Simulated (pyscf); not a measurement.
Optimised with ωB97X-D3(BJ)/def2-SVP in PySCF.

**Question.** O=W(OH)(OH)(Cl)–Cl → O=W(=O)(Cl)–Cl + water (H₂O)
Surface: singlet. Broken: H–O, O–W. Formed: H–O. Give ΔE‡ and ΔE from ωB97M-D3(BJ)/def2-TZVP, relative to the reactant's lowest minimum found.

**Answer.** ΔE‡ = 100.1 kJ/mol, ΔE = +44.9 kJ/mol. Zero-point energy shifts the barrier by -8.4 kJ/mol. It is an elimination, with an imaginary mode of 1575i cm⁻¹. On the reactant side the descent ends in a point that may be a rotor saddle (no frequency run), 7.7 kJ/mol over the lowest minimum found and 93.1 kJ/mol under the saddle at ωB97X-D3(BJ)/def2-TZVP. On the product side the descent ends in an adduct with a O–W contact, 51.3 kJ/mol under the separated species and 98.2 kJ/mol under the saddle at ωB97X-D3(BJ)/def2-TZVP. What is counted as broken (O–W) persists as a longer contact in the product adduct; parting that adduct is a step of its own. This is the saddle that the search found; another between the same sides may lie lower. Elements past Kr carry the def2 core potentials, without spin-orbit coupling.
